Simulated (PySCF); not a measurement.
Species: NH3.
SMILES with atom numbers: `[NH3:1]` (hydrogens: H2, H3, H4 on N1)

Geometry (PBE0-D3(BJ)/def2-TZVP, Å), atoms numbered from 1 in this order:
```xyz
4
NH3 angstrom
N     -0.2320    0.1094   -0.0961
H      0.3618   -0.1558   -0.8722
H      0.3013    0.7472    0.4819
H     -0.3931   -0.7257    0.4534
```

Level: wB97X-D/pcSseg-2 in PySCF, non-relativistic, on one gas-phase PBE0-D3(BJ)/def2-TZVP geometry that isn't relaxed in the solvent. The solvent is an IEF-PCM continuum (cavity from Bondi-type radii × 1.2). Only the electrostatic response of the medium enters.

Gas phase at wB97X-D/pcSseg-2: HOMO -9.62 eV, LUMO 2.31 eV, dipole 1.65 D.

**Question.** What does the continuum do to the energy, the frontier levels and the dipole at wB97X-D/pcSseg-2 in chloroform?

**Answer.** 
| solvent | ε | E(solvent) − E(gas) (kJ/mol) | polarisation term (kJ/mol) | distortion of the solute (kJ/mol) | HOMO (eV) | LUMO (eV) | dipole (D) |
| --- | --- | --- | --- | --- | --- | --- | --- |
| chloroform | 4.711 | -14.70 | -16.29 | 1.59 | -9.70 | 2.53 | 1.93 |

Polarisation term: ½ Σ q·V over the induced surface charges. Distortion: the rise of the solute's own energy as its density leaves the gas-phase optimum.

**Question.** Which radius a makes the point-dipole formula ΔE = −[(ε − 1)/(2ε + 1)]·μ²/a³ give the value in chloroform, with the gas-phase dipole?

**Answer.** μ = 0.648 au and |ΔE| = 0.00560 Eh give a = 1.58 Å; the farthest nucleus lies 0.94 Å from the centroid of the nuclei. The formula assumes a rigid point dipole at the centre of a sphere.

**Question.** Give the dipole vector in the frame of the coordinates (D, pointing from negative to positive charge), gas and chloroform.

**Answer.** Gas (1.41, -0.68, 0.51), solvent (1.65, -0.79, 0.60). Its length changes by +17 % and its direction by less than 1°.

The run took 1.1 s wall on one thread of an Arm Neoverse V1, no GPU, on a shared host, and the process peaked at 0.32 GiB of memory. This is the whole shielding run at wB97X-D/pcSseg-2 in chloroform, SCF included.

wB97X-D is run here without its empirical dispersion term; that term would change no orbital, density or response property at a fixed geometry.
